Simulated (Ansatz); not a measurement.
H2Si, SMILES `[SiH2]` from Hartree–Fock to CCSD(T)

| atom | x (Å) | y (Å) | z (Å) |
| --- | --- | --- | --- |
| Si1 | 0.704 | -0.092 | -0.056 |
| H2 | -0.286 | -0.106 | 1.105 |
| H3 | -0.417 | 0.198 | -1.049 |

Charge 0, multiplicity 1. The structure was optimised at the PBE0-D4/def2-TZVP level. Frozen core, restricted reference, the Gaussian-basis code of Ansatz. CBS rows extrapolate triple and quadruple zeta.

```csv
basis,HF (Eh),MP2 corr.
def2-SVP,-289.92508,-0.08697
def2-TZVPP,-290.02614,-0.10965
def2-QZVPP,-290.03480,-0.11724
cc-pV(D+d)Z,-290.02179,-0.08863
cc-pV(T+d)Z,-290.03164,-0.10934
cc-pV(Q+d)Z,-290.03448,-0.11685
```

Estimate the CCSD correlation energy and the (T) correction in each basis where they were run (hartree).


| basis | CCSD corr. | (T) |
| --- | --- | --- |
| def2-SVP | -0.11465 | -0.00221 |
| def2-TZVPP | -0.13716 | -0.00374 |
| def2-QZVPP | -0.14249 | -0.00420 |
| CBS(def2) | -0.14643 | -0.00453 |
| cc-pV(D+d)Z | -0.11755 | -0.00231 |
| cc-pV(T+d)Z | -0.13688 | -0.00372 |
| cc-pV(Q+d)Z | -0.14221 | -0.00417 |
| CBS(cc) | -0.14601 | -0.00450 |
